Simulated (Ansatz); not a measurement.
A calculation on zinc-blende CdSe returned lattice constant a 6.206 Å, formation enthalpy -0.572 eV/atom.

For reference: lattice constant a 6.077 Å (measured, room temperature, not corrected to a static lattice, our sources range from 6.052 to 6.084; as tabulated in arXiv:1206.3780).

**Question.** Which level of theory produced these numbers?
A) PBE (Ansatz (an electronic-structure program))
B) rVV10 (Ansatz)
C) r²SCAN (Ansatz)
D) PBE0 (Ansatz)

**Answer.** B, rVV10 (Ansatz)

The others give: PBE 6.196 Å, -0.633 eV/atom; PBE0 6.139 Å, -0.766 eV/atom; r²SCAN 6.133 Å, -0.765 eV/atom.

Unless a cell is named, each level is at its own relaxed cell (PBE 29.73, PBE0 28.91, r²SCAN 28.84, rVV10 29.87 Å³/atom).

Ansatz's density-functional and Hartree–Fock values are scalar-relativistic unless marked +SOC, with PAW data made under PBE.
